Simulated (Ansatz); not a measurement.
C2H6S, singlet: the ladder up to RCCSDT(Q)

Geometry: MP2(full)/6-31G*, from the G2/97 set.

```yaml
atoms:
  - { symbol: C, position_ang: [1.5629, 0.7481, 0.0000] }
  - { symbol: C, position_ang: [0.0486, 0.8951, 0.0000] }
  - { symbol: S, position_ang: [-0.7075, -0.7626, 0.0000] }
  - { symbol: H, position_ang: [-1.9867, -0.3590, 0.0000] }
  - { symbol: H, position_ang: [-0.2764, 1.4452, 0.8858] }
  - { symbol: H, position_ang: [-0.2764, 1.4452, -0.8858] }
  - { symbol: H, position_ang: [2.0351, 1.7338, 0.0000] }
  - { symbol: H, position_ang: [1.9035, 0.2064, 0.8855] }
  - { symbol: H, position_ang: [1.9035, 0.2064, -0.8855] }
```

Basis 6-31G* (Cartesian d functions); Ansatz 0.2.0. Correlated methods freeze the noble-gas cores, which leaves 20 electrons in 54 orbitals. Prefix R: restricted or restricted open-shell reference. Active spaces: frontier = (8e, 8o) about the gap.

Full CI isn't at hand for all of this; RCCSDT(Q) serves as the reference, and is uncertain by about the last step of the cluster series.

```
UHF ⟨S²⟩                          : 0.000
T1 diagnostic (RCCSD)             : 0.0080
largest doubles amplitude (RCCSD) : 0.039
```

| level | E − E(RCCSDT(Q)) (kJ/mol) | share of correlation (%) | wall time |
| --- | --- | --- | --- |
| RHF | 1160.5 | 0.00 | – |
| RMP2 | 151.5 | 86.94 | – |
| CISD | 166.5 | 85.65 | 4.5 s |
| RCCSD | 34.8 | 97.00 | – |
| RCCSD(T) | 3.8 | 99.67 | 1.1 s |
| BCCD(T) | 3.7 | 99.68 | 1.4 s |
| RCCSDT | 1.4 | 99.88 | – |
| CASSCF (frontier space) | 959.4 | 17.32 | – |
| NEVPT2 (frontier space) | 166.1 | 85.68 | 9 s |
| MRCISD (frontier space) | 117.8 | 89.85 | – |
| MRCISD+Q (frontier space) | 17.2 | 98.52 | 7 s (H100) |

The correlation energy at RCCSDT(Q), counted from RHF, is -12.027 eV. That run took 3.2 s on 2 threads of AMD EPYC 7R13 with a shared H100 80 GB, shared host.

Times hold each run's SCF and search for its determinant on a shared host, so for small cases they say little of a method's own cost; rows without a card ran on 1 thread of AMD EPYC 7R13.

Atomization energy (electronic, same basis, no zero-point term; atoms at the same level, unrestricted beside the R rows where the molecule is a closed shell, with restricted open-shell steps beyond CCSDT(Q)) at RCCSDT(Q): 2912.0 kJ/mol. Errors of other levels:

```json
{"level": "RHF", "error (kJ/mol)": "-527.7"}
{"level": "RMP2", "error (kJ/mol)": "4.3"}
{"level": "CISD", "error (kJ/mol)": "-148.3"}
{"level": "RCCSD", "error (kJ/mol)": "-23.9"}
{"level": "RCCSD(T)", "error (kJ/mol)": "-1.3"}
{"level": "BCCD(T)", "error (kJ/mol)": "-0.8"}
{"level": "RCCSDT", "error (kJ/mol)": "-1.2"}
```

This basis is far from its limit, so the value isn't to be set against a measured one. Truncated CI isn't size-consistent, which counts against it in atomization.
